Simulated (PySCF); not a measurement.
Work out the structure from these simulated measurements.

Formula: C3H5N.

- Couplings: largest of the computed one-bond spin–spin couplings (means over like bonds): 13C–1H +176.5, 13C–1H +167.8, 13C–1H +163.5, 13C–1H +160.0, 13C–13C +79.5, 13C–13C +51.6, 15N–1H -49.6, 15N–13C -5.8 Hz [B3LYP/pcJ-1]
- Rotational structure: rotational constants A, B, C: 45.232, 4.609, 4.183 GHz [GFN2-xTB]
- NMR, other nuclei: isotropic shieldings of nuclei other than C and H, by class: -100 (1 N) ppm [GIAO PBE0/pcSseg-1]
- Triplet: lowest triplet excitation (Tamm–Dancoff): 3.54 eV [TDA PBE0/def2-SVPD]
- Dipole: 2.58 D [PBE0/def2-SVPD]
- Polarisability: 47.3 au [PBE0/def2-SVPD]
- UV, first state: lowest singlet excitation: 4.46 eV (278 nm, f = 0.003) [TDDFT PBE0/def2-SVPD]
- 13C NMR: chemical shifts (computed TMS as zero) by class: 173.6 (1 C), 145.5 (1 C), 132.9 (1 C) ppm [GIAO PBE0/pcSseg-1]
- UV, strongest line: among the 8 lowest singlet transitions: S2 at 6.39 eV (194 nm, f = 0.565) [TDDFT PBE0/def2-SVPD]

The electronic properties come from PySCF, for the isolated species, density fitting. Levels stand in brackets. Isolated species at its GFN2-xTB geometry (one conformer only). Each NMR value is the plain mean over a class of atoms that symmetry, rotation or inversion makes alike.

Question: Give a SMILES that accounts for the data.

Answer: Numbering: `[H]/[N:4]=[CH:3]\[CH:2]=[CH2:1]`. Its formula, C3H5N, gives 2 degrees of unsaturation: 0 rings and 2 π bonds in the structure found. 3 carbons fall into 3 classes; from least to most shielded: imine carbon [C3] (173.6 ppm), alkene CH carbon [C2] (145.5 ppm), terminal =CH2 carbon [C1] (132.9 ppm). The other shieldings belong to: -100 ppm, imine nitrogen [N4]. The couplings run between: +176.5 Hz, imine carbon [C3] and its hydrogen; +167.8 Hz, terminal =CH2 carbon [C1] and its hydrogen; +163.5 Hz, terminal =CH2 carbon [C1] and its hydrogen; +160.0 Hz, alkene CH carbon [C2] and its hydrogen; +79.5 Hz, terminal =CH2 carbon [C1] and alkene CH carbon [C2]; +51.6 Hz, alkene CH carbon [C2] and imine carbon [C3]; -49.6 Hz, imine nitrogen [N4] and its hydrogen; -5.8 Hz, imine nitrogen [N4] and imine carbon [C3]. S1 is mainly HOMO→LUMO (weight 0.98); the largest Löwdin shares of the orbital it empties are 0.62 on the imine nitrogen, 0.15 on the imine carbon, 0.09 on the N–H hydrogen and 0.07 on the alkene CH carbon, of the orbital it fills 0.29 on the terminal =CH2 carbon, 0.24 on the imine nitrogen, 0.18 on the alkene CH carbon and 0.17 on the imine carbon. The optimised geometry has point group Cs and is an asymmetric top. Structure: `N(/[H])=C/C=C`. Computed isomers that give other values at the same levels: `[C-]#[N+]CC` (lowest singlet excitation: 7.87 eV (158 nm, f = 0.028)); `CCC#N` (13C chemical shifts (computed TMS as zero) by class: 124.7 (1 C), 14.0 (1 C), 11.8 (1 C) ppm); `C1=NCC1` (lowest singlet excitation: 5.17 eV (240 nm, f = 0.001)). The assignments are read from this structure; whether some other isomer fits the data as well wasn't checked.

Conformer computed: `[H]/[N:4]=[CH:3]\[CH:2]=[CH2:1]`: C1–C2–C3–N4 180°.
